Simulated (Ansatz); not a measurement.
**SiH3 (doublet): from Hartree-Fock to the top rungs at distance Si1–H4 = 5.142 Å, 6-31G**

Aim: climb from Hartree-Fock through coupled cluster and multireference methods for SiH3 (doublet) at one geometry and basis, and see what each rung misses.

Method: 6-31G, core rule «outside noble gas», up to 5 orbitals frozen; program: Ansatz 0.2.0, Gaussian basis.

Plan: UHF; CCSD(T) on ROHF; CCSD(T) on UHF; BCCD(T) on ROHF; CISD; CCSDT(Q) on ROHF; CCSDT(Q) on UHF; CISDTQ; CCSDTQ on ROHF; CCSDTQ on UHF; CASSCF and MRCISD+Q, 3 electrons in 3 orbitals; CASSCF and NEVPT2, 3 electrons in 3 orbitals; CASSCF and MRCISD+Q, 7 electrons in 7 orbitals; CASSCF and NEVPT2, 7 electrons in 7 orbitals; Full CI.

17 further runs of the same task are left out: 12 that didn't finish, 5 set aside as unsound or not needed.

## 1. The system

The geometry derives from a PBE0/def2-TZVP stationary point (not a proven minimum). One bond is set to the value named and the two fragments are kept rigid.

4 atoms, charge 0, spin multiplicity 2.

Atoms are counted from 1 here; the program's logs count them from 0.

Bond lengths: Si1–H2 1.486 Å, Si1–H3 1.486 Å. Angles: H2–Si1–H3 111.3°.

## 2. UHF

Input file in.yaml:

```yaml
crystal:
  periodic: [false, false, false]
  atoms:
    - {symbol: Si, position_ang: [0.055639, 0.098209, -0.079631]}
    - {symbol: H, position_ang: [1.470898, 0.112863, 0.373224]}
    - {symbol: H, position_ang: [-0.665508, 1.318288, 0.367135]}
    - {symbol: H, position_ang: [-2.355735, -4.167661, 1.478507]}
basis:
  gaussian: {orbitals: 6-31G}
magnetization: {spin_polarized: true, initial_magnetization: 1}
hamiltonian: {xc: hf}
output: {orbitals: {seedname: orbitals}}
```

On the command line:

```
$ ansatz run in.yaml --threads 1 --pin off --events-out ev --progress --plain --max-ram 2393MiB
```

Further steps of the session: CCSD(T) on ROHF; CCSD(T) on UHF; BCCD(T) on ROHF; CISD; CCSDT(Q) on ROHF; CCSDT(Q) on UHF; CISDTQ; CCSDTQ on ROHF; CCSDTQ on UHF; CASSCF and MRCISD+Q, 3 electrons in 3 orbitals; CASSCF and NEVPT2, 3 electrons in 3 orbitals; CASSCF and MRCISD+Q, 7 electrons in 7 orbitals; CASSCF and NEVPT2, 7 electrons in 7 orbitals; Full CI.

Q: Predict the results of all the runs planned. Wanted: FCI below the RHF energy; RMP2 from FCI; UMP2 from FCI; RCCSD from FCI; RCCSD(T) from FCI; UCCSD(T) from FCI; RCCSDT(Q) from FCI; UCCSDT(Q) from FCI; NEVPT2 pair from FCI.

The runs gave:

```
                         quantity                                                                                                                                                       value
         FCI below the RHF energy                                                                                                                                                  -1.7347 eV
                    RMP2 from FCI                                                                                                                                                  +557.6 meV
                    UMP2 from FCI                                                                                                                                                  +528.3 meV
                   RCCSD from FCI                                                                                                                                                   +25.6 meV
                RCCSD(T) from FCI                                                                                                                                                    +8.6 meV
                UCCSD(T) from FCI                                                                                                                                                   +12.6 meV
               RCCSDT(Q) from FCI                                                                                                                                                    +0.6 meV
               UCCSDT(Q) from FCI                                                                                                                                                    +1.3 meV
             NEVPT2 pair from FCI                                                                                                                                                  +458.6 meV
           MRCISD+Q pair from FCI                                                                                                                                                   -16.3 meV
          NEVPT2 valence from FCI                                                                                                                                                  +167.6 meV
levels within 1 kcal/mol (43 meV)  RCCSD, UCCSD, RCCSD(T), UCCSD(T), BCCD(T), RCCSDT, UCCSDT, CISDTQ, RCCSDT(Q), UCCSDT(Q), RCCSDTQ, UCCSDTQ, MRCISD+Q pair, MRCISD valence, MRCISD+Q valence
                    T1 diagnostic                                                                                                                                                       0.009
   effectively unpaired electrons                                                                                                                                                        1.05
```

What this shows: RCCSD(T) misses by +8.6 meV, 0.5 % of the correlation energy. MRCISD+Q pair falls below full CI: the +Q correction isn't variational, and the cores differ from full CI's. One determinant dominates. Of the multireference levels listed MRCISD+Q valence comes nearest in total energy (+11.4 meV), which doesn't show that its space is the better one. These misses are within one basis, not against nature; the frozen cores of restricted and unrestricted runs differ, which can shift their rows.
